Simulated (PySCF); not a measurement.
# triplet CH3NO at 6 levels

Aim: a comparison of 6 runs (U-r2SCAN/def2-TZVP, UB3LYP/def2-TZVP, UBLYP/def2-TZVP, UM06-L/def2-TZVP, UPBE0/def2-TZVP, USVWN5/def2-TZVP) of triplet CH3NO. Input form: a Python script.

Program for the calculation: PySCF 2.14.0.

1 further run of the same task is left out (set aside as unsound or not needed).

## 1. Starting point

The species is CH3NO (6 atoms), meant as a triplet with charge 0. As SMILES of the parent species, `C=NO`. Geometry: relaxed at PBE0-D4/def2-TZVP. That shape belongs to the parent species and isn't relaxed for this state.

Bond lengths: C1–N2 1.263 Å, N2–O3 1.378 Å, C1–H4 1.083 Å, C1–H5 1.089 Å, O3–H6 0.961 Å. Angles: C1–N2–O3 112.0°, N2–C1–H4 116.5°, N2–C1–H5 122.7°, N2–O3–H6 103.2°, H4–C1–H5 120.7°.

## 2. A single-point energy at U-r2SCAN/def2-TZVP (run 1)

calc.py

```python
from pyscf import gto, dft

mol = gto.Mole()
mol.atom = '''
C   -0.641460   0.275060  -0.529500
N   -0.060370  -0.588400   0.185960
O    1.092090  -0.094130   0.757850
H   -1.557810  -0.036720  -1.015390
H   -0.256650   1.285210  -0.662960
H    1.424190  -0.841030   1.264030
'''
mol.verbose = 3
mol.spin = 2
mol.basis = 'def2-tzvp'
mol.max_memory = 1860
mol.build()

mf = dft.UKS(mol)
mf.xc = 'r2scan'
mf.conv_tol = 1e-10
mf.grids.level = 5
mf.kernel()
if not mf.converged:
    mf = mf.newton().run(mf.mo_coeff, mf.mo_occ)

e_tot = mf.e_tot
print('E = %.10f Eh' % e_tot)
```

Command:

```sh
$ OMP_NUM_THREADS=1 python calc.py
```

Standard output:

```text
WARN: HOMO -0.0868288914358075 >= LUMO -0.316882134754663

WARN: HOMO -0.0486800704299561 >= LUMO -0.152707942085854

WARN: HOMO -0.0918366216993682 >= LUMO -0.202359373059412

WARN: HOMO -0.105841920507377 >= LUMO -0.201842689677651

WARN: HOMO -0.0973007387600724 >= LUMO -0.191283260144793

WARN: HOMO -0.0998527415095367 >= LUMO -0.191563210698249

WARN: HOMO -0.0997522481019288 >= LUMO -0.190986312912237

WARN: HOMO -0.0998744500317343 >= LUMO -0.190913705177081

WARN: HOMO -0.0999315622654429 >= LUMO -0.190897945287826

WARN: HOMO -0.0999427060851907 >= LUMO -0.190906683784192

WARN: HOMO -0.0999423776978468 >= LUMO -0.190905786140561

WARN: HOMO -0.0999436292815936 >= LUMO -0.190907749617349

WARN: HOMO -0.0999430894946052 >= LUMO -0.190906551018145

converged SCF energy = -169.640956273515  <S^2> = 2.0120534  2S+1 = 3.0080249
E = -169.6409562735 Eh
```

Wall time 84 s (1 thread of Arm Neoverse V1, shared host); peak memory 0.65 GiB.

## 3. The energy at UB3LYP/def2-TZVP (run 2)

geometry.xyz

```xyz
6

C     -0.641460     0.275060    -0.529500
N     -0.060370    -0.588400     0.185960
O      1.092090    -0.094130     0.757850
H     -1.557810    -0.036720    -1.015390
H     -0.256650     1.285210    -0.662960
H      1.424190    -0.841030     1.264030
```

calc.py

```python
from pyscf import gto, dft

mol = gto.M(
    atom='geometry.xyz',
    spin=2,
    verbose=4,
    max_memory=1860,
    charge=0,
    basis='def2-tzvp',
)

calc0 = dft.UKS(mol)
calc0.xc = 'b3lyp'
calc0.conv_tol = 1e-10
calc0.grids.level = 5
calc0.kernel()
if not calc0.converged:
    calc0 = calc0.newton().run(calc0.mo_coeff, calc0.mo_occ)

e_tot = calc0.e_tot
print(f'total energy: {e_tot:.8f} hartree')
```

Command:

```sh
$ OMP_NUM_THREADS=1 python calc.py
```

Standard output:

```text
PySCF version 2.14.0

[... 61 lines left out ...]
[... the frontier-level lines of each cycle are left out ...]
[... 11 lines left out ...]
[... 11 lines left out ...]
[... 11 lines left out ...]
[... 11 lines left out ...]
[... 1 line left out ...]
cycle= 10 E= -169.730625172437  delta_E= -6.27e-09  |g|= 1.76e-05  |ddm|= 0.000121


cycle= 11 E= -169.730625172764  delta_E= -3.28e-10  |g|= 7.8e-06  |ddm|= 2.57e-05


cycle= 12 E= -169.730625172826  delta_E= -6.14e-11  |g|= 1.94e-06  |ddm|= 1.31e-05


Extra cycle  E= -169.73062517283  delta_E= -4.01e-12  |g|= 1.05e-06  |ddm|= 3.39e-06
converged SCF energy = -169.73062517283  <S^2> = 2.0079982  2S+1 = 3.0053274
total energy: -169.73062517 hartree
```

It took 35 s on 1 thread of Arm Neoverse V1, shared host; peak memory 0.59 GiB.

Runs 3 to 5 aren't shown in full; the table further down has their settings and results.

## 4. The energy at USVWN5/def2-TZVP (run 6)

input.py

```python
from pyscf import gto, dft

mol = gto.M(
    atom='''
C   -0.641460   0.275060  -0.529500
N   -0.060370  -0.588400   0.185960
O    1.092090  -0.094130   0.757850
H   -1.557810  -0.036720  -1.015390
H   -0.256650   1.285210  -0.662960
H    1.424190  -0.841030   1.264030
''',
    verbose=3,
    max_memory=1860,
    basis='def2-tzvp',
    charge=0,
    spin=2,
)

ks = dft.UKS(mol, xc='svwn')
ks.grids.level = 5
ks.conv_tol = 1e-10
ks.kernel()
if not ks.converged:
    ks = ks.newton().run(ks.mo_coeff, ks.mo_occ)

etot = ks.e_tot
print('E(%s) = %.9f' % ('SVWN5', etot))
```

Command:

```sh
$ OMP_NUM_THREADS=1 python input.py
```

Standard output:

```text
WARN: HOMO -0.0973250939770018 >= LUMO -0.310833476641043

WARN: HOMO -0.0140171528342766 >= LUMO -0.15507552403631

WARN: HOMO -0.0384044002139753 >= LUMO -0.210156385317649

WARN: HOMO -0.0803176212738528 >= LUMO -0.232092056873878

WARN: HOMO -0.0790171133691011 >= LUMO -0.230427237249589

WARN: HOMO -0.0814621830735938 >= LUMO -0.229546055230218

WARN: HOMO -0.0831432410694077 >= LUMO -0.231179970221224

WARN: HOMO -0.0825374516450488 >= LUMO -0.230330915639241

WARN: HOMO -0.0826384957049093 >= LUMO -0.230406615569598

WARN: HOMO -0.0826385411557844 >= LUMO -0.23040568788253

WARN: HOMO -0.0826324095813114 >= LUMO -0.230394311190328

WARN: HOMO -0.0826321745238232 >= LUMO -0.230395801289317

WARN: HOMO -0.0826324404566385 >= LUMO -0.230395620371349

WARN: HOMO -0.0826317804395025 >= LUMO -0.2303954380246

converged SCF energy = -168.37335512977  <S^2> = 2.0036956  2S+1 = 3.0024627
E(SVWN5) = -168.373355130
```

Run time: 25 s. Hardware: 1 thread of Arm Neoverse V1, shared host; peak memory 0.39 GiB.

## 5. Overview of the runs

```
run               level  energy (Eh)  dipole moment (D)  HOMO energy (eV)   ⟨S²⟩  wall time
  1  U-r2SCAN/def2-TZVP  -169.640956               1.18             -2.72  2.012       84 s
  2    UB3LYP/def2-TZVP  -169.730625               1.20             -3.47  2.008       35 s
  3     UBLYP/def2-TZVP  -169.688250               1.37             -2.12  2.006       32 s
  4    UM06-L/def2-TZVP  -169.695113               1.25             -2.33  2.012       83 s
  5     UPBE0/def2-TZVP  -169.537689               1.14             -3.78  2.009       37 s
  6    USVWN5/def2-TZVP  -168.373355               1.43             -2.25  2.004       25 s
```

## 6. Summary of results

```
                                 quantity          value
                      run 6: total energy  -168.37336 Eh
                     run 6: dipole moment         1.43 D
run 6: HOMO energy (highest over α and β)       -2.25 eV
                              run 6: ⟨S²⟩          2.004
```

In words: The dipole moment (its size) runs from 1.14 D (UPBE0/def2-TZVP) to 1.43 D (USVWN5/def2-TZVP). Totals of different functionals can't be ranked against each other. All runs together took 5 min, the longest 84 s.
